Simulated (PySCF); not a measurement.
FH.
SMILES: `F`

Method used: PBE0/def2-TZVP geometry optimisation, gas phase in PySCF.

Take the most abundant isotopes and a rigid rotor. 

Question: What are the moment of inertia and the rotational constant?

Answer: I = 0.810 u·Å², B = 505379 MHz·u·Å²/I = 623677 MHz (20.8036 cm⁻¹, or 29.932 K as hB/k). For two atoms I = μr² with μ = 0.9571 u and r = 0.9202 Å.

Question: List the first levels of a rigid rotor in a Σ state.

Answer: E(J) = BJ(J+1): J = 1: 41.607, J = 2: 124.822, J = 3: 249.643, J = 4: 416.072, J = 5: 624.108, J = 6: 873.752 cm⁻¹.

Question: Where do the first rotational lines fall?

Answer: The dipole is 1.93 D; J+1 ← J lies at 2B(J+1): 1 ← 0 at 1247.35 GHz, 2 ← 1 at 2494.71 GHz, 3 ← 2 at 3742.06 GHz, 4 ← 3 at 4989.41 GHz, 5 ← 4 at 6236.77 GHz, 6 ← 5 at 7484.12 GHz.

Question: Estimate the classical rotational partition function at 298.15 K.

Answer: Point group C∞v, symmetry number σ = 1; q = kT/(σhB), k/h = 20836.6 MHz/K: 10.0 at 298.15 K.

No frequency check. Zero-point vibration and centrifugal distortion are left out.

On an Arm Neoverse V1 with one thread, shared host with 32 logical CPUs at a one-minute load of 28, this took 0.8 s wall and 0.23 GiB of memory at its peak. That covers the optimisation of the geometry.
